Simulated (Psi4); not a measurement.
# CH6Si (SiMeH3): a first try and a second

Wanted: the energy in a field of CH6Si (SiMeH3), wB97X-3c/vDZP (density fitting, core potential, dipole perturbation λ (added as +λ·μ, a field of −λ) (0, 0, -0.005) a.u.).

Program for the calculation: Psi4 1.11.

3 further runs of the same task are left out: 3 set aside as unsound or not needed.

## Step 1: The structure to begin with

CH6Si has 8 atoms, charge 0, and is taken as a singlet. SMILES: `[H][Si]([H])([H])C`. The shape is that of a GFN2-xTB optimisation.

Bond lengths: Si1–C2 1.895 Å, C2–H3 1.086 Å, C2–H4 1.087 Å, C2–H5 1.087 Å, Si1–H6 1.465 Å, Si1–H7 1.465 Å, Si1–H8 1.465 Å. Some angles: Si1–C2–H3 111.3°, Si1–C2–H4 111.3°, Si1–C2–H5 111.3°, C2–Si1–H6 109.6°, C2–Si1–H7 109.6°, C2–Si1–H8 109.6°, H3–C2–H4 107.5°, H3–C2–H5 107.6°, H4–C2–H5 107.6°, H6–Si1–H7 109.4°.

## Step 2: First attempt

The input, job.dat:

```
memory 1600 MB

molecule molecule1 {
  0 1
  Si
  C 1 1.895436
  H 2 1.086394 1 111.29143
  H 2 1.086632 3 107.54882 1 122.15115
  H 2 1.086511 3 107.62586 4 115.69293
  H 1 1.465252 2 109.57601 3 178.42477
  H 1 1.465133 6 109.38666 2 120.11258
  H 1 1.465137 7 109.36322 6 -119.77557
  units angstrom
  symmetry c1
  no_reorient
  no_com
}

set {
  scf_type       disk_df
  perturb_h      true
  perturb_with   dipole
  perturb_dipole [0.0, 0.0, -0.005]
  maxiter        5
}

energy("wb97x-3c")
print_variables()
```

Started as:

```
$ psi4 job.dat job.out -n 1
```

job.out:

```text
Psi4 1.11 release

   => Loading Basis Set <=

    Name: VDZP
    Role: ORBITAL
    Keyword: BASIS

    !!!  WARNING: ECP capability is in beta. Please check occupations closely.  !!!

   => WB97X3C: Empirical Dispersion <=

        a1 =       0.246400
        a2 =       4.737000
       alp =      16.000000
        s6 =       1.000000
        s8 =       0.000000
        s9 =       1.000000
        ga =       3.000000
        gc =       2.000000
        wf =       6.000000

         ---------------------------------------------------------
                                   SCF
                              RKS Reference
                        1 Threads,   1525 MiB Core
         ---------------------------------------------------------

  ==> Geometry <==

    Molecular point group: c1
    Full point group: C1

    Geometry (in Angstrom), charge = 0, multiplicity = 1:

       Center              X                  Y                   Z               Mass
    ------------   -----------------  -----------------  -----------------  -----------------
         SI           0.000013570351     0.000014719267    -0.612402359726    27.976926534650
         C            0.000013570351     0.000014719267     1.283033640274    12.000000000000
         H            0.000013570351    -1.012228056174     1.677516196039     1.007825032230
[... 85 lines left out ...]
    Weights Tolerance      =       1.00E-15
[... 41 lines left out ...]
  SCF Guess: Superposition of Atomic Densities via on-the-fly atomic UHF (no occupation information).

   -------------------------
    Irrep   Nso     Nmo
   -------------------------
     A         56      56
   -------------------------
    Total      56      56
   -------------------------

  ==> Iterations <==

                           Total Energy        Delta E     RMS |[F,P]|

   @DF-RKS iter SAD:   -12.38920481532992   -1.23892e+01   0.00000e+00
   @DF-RKS iter   1:   -13.08556903670873   -6.96364e-01   9.13261e-03 ADIIS/DIIS
   @DF-RKS iter   2:   -13.16142304494193   -7.58540e-02   6.16226e-03 ADIIS/DIIS
   @DF-RKS iter   3:   -13.23027684666822   -6.88538e-02   3.57797e-04 ADIIS/DIIS
   @DF-RKS iter   4:   -13.23066213137024   -3.85285e-04   3.66804e-05 DIIS
   @DF-RKS iter   5:   -13.23066938847705   -7.25711e-06   8.10552e-06 DIIS

PsiException: Could not converge SCF iterations in 5 iterations.

  Failed to converge.

psi4.driver.p4util.exceptions.SCFConvergenceError: Could not converge SCF iterations in 5 iterations.

Printing out the relevant lines from the Psithon --> Python processed input file:
    core.set_global_option("SCF_TYPE", "disk_df")
    core.set_global_option("PERTURB_H", "true")
    core.set_global_option("PERTURB_WITH", "dipole")
    core.set_global_option("PERTURB_DIPOLE", [0.0, 0.0, -0.005])
    core.set_global_option("MAXITER", 5)
--> energy("wb97x-3c")
    print_variables()

!-----------------------------------------------------!
!                                                     !
!  Could not converge SCF iterations in 5 iterations. !
!                                                     !
!-----------------------------------------------------!

    Psi4 run time: 0:00:05.45
```

Wall time 6.9 s (1 thread of Intel Xeon Platinum 8488C (Sapphire Rapids), shared host); peak memory 0.53 GiB.

## Step 3: Diagnosis

The run stopped without converging.

The telling line is `Could not converge SCF iterations in 5 iterations.`. The fault: the iteration cap is too low for convergence. To mend it: iteration cap at its default in place of 5.

## Step 4: Try two

The input, calc.in:

```
memory 1600 MB

molecule mol {
  0 1
  Si
  C 1 1.895436
  H 2 1.086394 1 111.29143
  H 2 1.086632 3 107.54882 1 122.15115
  H 2 1.086511 3 107.62586 4 115.69293
  H 1 1.465252 2 109.57601 3 178.42477
  H 1 1.465133 6 109.38666 2 120.11258
  H 1 1.465137 7 109.36322 6 -119.77557
  symmetry c1
  no_reorient
  no_com
}

set globals {
  scf_type disk_df
  perturb_h true
  perturb_with dipole
  perturb_dipole [0.0, 0.0, -0.005]
}

result, w = energy("wb97x-3c", return_wfn=True)
print_variables()
```

Started as:

```
$ psi4 -i calc.in -o calc.out -n 1
```

calc.out:

```text
[...]
    !!!  WARNING: ECP capability is in beta. Please check occupations closely.  !!!
[...]
  Running in c1 symmetry.
[...]
  Nuclear repulsion =   22.488868649351904
[...]
  Multiplicity = 1
[...]
  Nalpha       = 7
  Nbeta        = 7
[...]
    Number of basis functions: 56
[...]
   @DF-RKS iter   1:   -13.08556903670873   -6.96364e-01   9.13261e-03 DIIS/ADIIS
[...]
   @DF-RKS iter   7:   -13.23066970515682   -1.53372e-08   2.75792e-07 DIIS
[...]
    Orbital Energies [Eh]
    ---------------------
    Doubly Occupied:
       1A     -0.829153     2A     -0.657480     3A     -0.515464
       4A     -0.515315     5A     -0.446808     6A     -0.446778
       7A     -0.424614
[...]
  @DF-RKS Final Energy:   -13.23066970515682
   => Energetics <=
    Nuclear Repulsion Energy =             22.4888686493519039
    One-Electron Energy =                 -62.2730392794546574
    Two-Electron Energy =                  29.2114274192414349
    DFT Exchange-Correlation Energy =      -2.6532467959551407
    Empirical Dispersion Energy =          -0.0046796983403684
    VV10 Nonlocal Energy =                  0.0000000000000000
    Total Energy =                        -13.2306697051568243
[...]
 Multipole Moments:
 ------------------------------------------------------------------------------------
     Multipole            Electronic (a.u.)      Nuclear  (a.u.)        Total (a.u.)
 ------------------------------------------------------------------------------------
 L = 1.  Multiply by 2.5417464519 to convert [e a0] to [Debye]
 Dipole X            :          0.0008006           -0.0008121           -0.0000115
 Dipole Y            :          0.0010486           -0.0008808            0.0001677
 Dipole Z            :         -7.8836414            8.3257040            0.4420625
 Magnitude           :                                                    0.4420626
[...]
```

Run time: 7.8 s. Hardware: 1 thread of Intel Xeon Platinum 8488C (Sapphire Rapids), shared host; peak memory 0.53 GiB.

## Step 5: Summary of results

Level: wB97X-3c/vDZP (density fitting, core potential, dipole perturbation λ (added as +λ·μ, a field of −λ) (0, 0, -0.005) a.u.).

| quantity | value |
| --- | --- |
| total energy | -13.23067 Eh |
| dipole moment | 1.12 D |
| HOMO–LUMO gap | 13.78 eV |
